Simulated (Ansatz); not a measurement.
Relaxation of BClH$_{2}$N (5 atoms, charge 0, multiplicity 2), to a largest force component of 0.02 eV/Å in at most 50 steps.

The calculation used UKS PBE/6-31G in Ansatz 0.2.0.

```xyz
5
Properties=species:S:1:pos:R:3
N -0.535 0.239 -0.494
B -0.270 -0.728 0.588
Cl 1.433 -1.289 0.865
H -0.898 1.141 -0.036
H 0.320 0.563 -0.965
```

Question: Where does it end, and by what steps?

Answer: It converged. Limits of this set-up: no polarisation functions. After 9 steps the energy has fallen by 0.806 eV; H4 moved furthest, 0.41 Å.

```json
{"step": "0", "energy less start (eV)": "0.0000", "largest force component (eV/Å)": "2.766", "accepted": "yes"}
{"step": "1", "energy less start (eV)": "-0.3887", "largest force component (eV/Å)": "2.140", "accepted": "yes"}
{"step": "2", "energy less start (eV)": "-0.5492", "largest force component (eV/Å)": "2.858", "accepted": "yes"}
{"step": "3", "energy less start (eV)": "-0.7108", "largest force component (eV/Å)": "0.790", "accepted": "yes"}
{"step": "4", "energy less start (eV)": "-0.6885", "largest force component (eV/Å)": "0.630", "accepted": "no"}
{"step": "5", "energy less start (eV)": "-0.7102", "largest force component (eV/Å)": "1.174", "accepted": "no"}
{"step": "6", "energy less start (eV)": "-0.7856", "largest force component (eV/Å)": "0.364", "accepted": "yes"}
{"step": "7", "energy less start (eV)": "-0.8051", "largest force component (eV/Å)": "0.182", "accepted": "yes"}
{"step": "8", "energy less start (eV)": "-0.8057", "largest force component (eV/Å)": "0.039", "accepted": "yes"}
{"step": "9", "energy less start (eV)": "-0.8057", "largest force component (eV/Å)": "0.006", "accepted": "yes"}
```

```xyz
5
Properties=species:S:1:pos:R:3
N -0.339 0.420 -0.264
B -0.122 -0.538 0.725
Cl 1.385 -1.561 0.797
H -1.191 0.977 -0.278
H 0.317 0.627 -1.022
```

Whether the end is a true minimum wasn't checked by a vibrational analysis.

Time of the run: 34 s on 1 thread of AMD EPYC (Zen 3), with other jobs on the host, peak memory 0.14 GiB.
